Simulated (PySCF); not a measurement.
Li: ionisation energy

Li [He] 2s1 (2S) → Li⁺ 1s2 (1S), as a difference of total energies. All numbers are calculated (PySCF 2.14, scalar relativity by spin-free X2C-1e, in x2c-TZVPall (5s3p, 14 functions)). The calculations carry no spin-orbit coupling.

```
method  ionisation energy (eV)
   UHF                   5.342
M06-2X                   5.423
 B3LYP                   5.627
```

For comparison: 5.392 eV (measured; NIST Atomic Spectra Database, ionization energies).
